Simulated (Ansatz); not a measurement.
# SiCl2 (SMILES Cl[Si]Cl): the energy, rung by rung

SiCl2 has 3 atoms, charge 0, and is taken as a singlet. SMILES: `Cl[Si]Cl`. The shape is that of a PBE0-D4/def2-TZVP optimisation.

```xyz
3

Cl    0.2938    1.6038    0.3380
Si   -0.7701   -0.0104   -0.4220
Cl    0.4763   -1.5934    0.0840
```

Quantity: the energy change with the Cl1–Si2 bond stretched from 2.077 to 2.597 Å, in eV. The values are calculated.

```csv
level,kind,program,value (eV),less FCI/STO-3G,CPU time (all runs)
HF/STO-3G (restricted),Hartree–Fock,Ansatz,1.43,+0.27,0.78 s
SVWN5/STO-3G (restricted),LDA,Ansatz,1.15,-0.01,1.8 s
BLYP/STO-3G (restricted),GGA,Ansatz,0.85,-0.31,2.6 s
r2SCAN/STO-3G (restricted),meta-GGA,Ansatz,1.05,-0.11,6.3 s
wB97M-V/STO-3G (restricted),range-separated hybrid,Ansatz,1.31,+0.15,40 s
wB97X/STO-3G (restricted),range-separated hybrid,Ansatz,1.33,+0.17,11 s
RPA@PBE/STO-3G (restricted),RPA,Ansatz,0.94,-0.22,3.8 s
BCCD(T)/STO-3G (restricted),coupled cluster or CI,Ansatz,1.16,0.00,0.75 s
CCSDTQ/STO-3G (restricted),coupled cluster or CI,Ansatz,1.15,-0.01,26 s
FCI/STO-3G,exact in the basis,Ansatz,1.16,0.00,0.99 s
```

FCI/STO-3G is exact within its basis and frozen core, so for wave-function methods in that basis the difference is their error; functionals converge differently with the basis, so for them it is only a difference. The first shape isn't each level's own minimum. The values span 0.85 to 1.43 eV. All rows use very small basis sets, so even the best lies far from the true value. Times are those of the runs behind each value, whatever else they computed, on shared processors of several kinds: orders of magnitude only.
